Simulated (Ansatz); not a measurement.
`CN(C)P` + `[OH][AlH2]` → `[AlH2][O]P` + `CNC` at 500 K and 1 bar (ligand exchange at a P–N bond).

Program: Ansatz. Geometries: PBE0-D4/def2-TZVP. ΔE: electronic, gas phase. CCSD(T)/CBS adds triple-zeta CCSD(T) − MP2 to the extrapolated MP2 energy (def2 sets, frozen cores). This one scheme is used for every species. Each species was taken in one conformer, which may not be the lowest.

| species | CCSD(T)/CBS energy (Eh) | H − E (kJ/mol) | S (J/(mol·K)) |
| --- | --- | --- | --- |
| `CN(C)P` | -476.53702 | 304.9 | 374.4 |
| `[OH][AlH2]` | -319.03157 | 95.7 | 286.7 |
| `[AlH2][O]P` | -660.56673 | 129.0 | 367.3 |
| `CNC` | -135.00321 | 273.8 | 313.8 |

H − E and S are ideal-gas, rigid-rotor, harmonic terms from PBE0-D4/def2-TZVP, for one conformer and one mirror image of each species. 1 Eh = 2625.50 kJ/mol, R = 8.31446 J/(mol·K).

Question: By hand: ΔE, ΔH, ΔS and ΔG.

Answer: ΔE = (-660.56673) + (-135.00321) − (-476.53702) − (-319.03157) = -0.00135 Eh = -3.5 kJ/mol. Δ(H − E) = 129.0 + 273.8 − 304.9 − 95.7 = 2.2, so ΔH = -1.3 kJ/mol. ΔS = 367.3 + 313.8 − 374.4 − 286.7 = 20.0 J/(mol·K). ΔG = -1.3 − 500 × (20.0)/1000 = -11.3 kJ/mol.

Question: By hand: the equilibrium constant, and the temperature at which ΔG would vanish if ΔH and ΔS stayed fixed.

Answer: log₁₀ K = −ΔG/(RT ln 10) = 1.2. ΔH and −TΔS have one sign here, so there is no such temperature.

TΔS isn't small against ΔH here. A doubt of 5 kJ/mol in ΔE shifts log₁₀ K by 0.5 here. Other conformers and mirror images would add mixing entropy, several J/(mol·K) or more a flexible species. Modes under 60 cm⁻¹, often nearly free rotors, make the harmonic entropy too high. These are equilibria of isolated gas molecules and say nothing of rates. Largest T1 diagnostic: 0.014 (customary marks: 0.02 for closed shells, 0.045 for open ones).
